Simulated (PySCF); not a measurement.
From results back to the method.

Compound: hydrosulfide, HS (charge -1).
SMILES: `[SH-]`

The closed-shell ground state was solved 7 times with PySCF (density fitting, gas phase), always with PBE0, in these basis sets: 6-31G*, IGLO-III, STO-3G, def2-SVP, def2-TZVP, pcSseg-2 and pcSseg-3. Isolated species at its PBE0-D3(BJ)/def2-SVP geometry, gas phase. Where the HOMO energy is positive, the finite basis confines the outermost electrons. No diffuse functions stand in 6-31G*, STO-3G, def2-SVP, def2-TZVP, pcSseg-2 and pcSseg-3, which bears on an anion's orbital energies.

```
row  total energy (Eh)  HOMO (eV)  LUMO (eV)
  P          -394.0113       8.96      19.69
  Q          -398.6428       0.94       8.64
  R          -398.5207       1.76       8.64
  S          -398.6634       1.40       7.23
  T          -398.6827       0.65       7.21
  U          -398.6974       0.34       6.26
  V          -398.7066       0.04       5.10
```

Question: Which basis belongs to which row?

Answer: P = STO-3G, Q = 6-31G*, R = def2-SVP, S = IGLO-III, T = def2-TZVP, U = pcSseg-2, V = pcSseg-3. From the lowest total energy up: pcSseg-3 (109 functions) 0 eV; pcSseg-2 (57 functions) +0.25 eV; def2-TZVP (43 functions) +0.65 eV; IGLO-III (54 functions) +1.18 eV; 6-31G* (20 functions) +1.74 eV; def2-SVP (23 functions) +5.06 eV; STO-3G (10 functions) +127.77 eV.
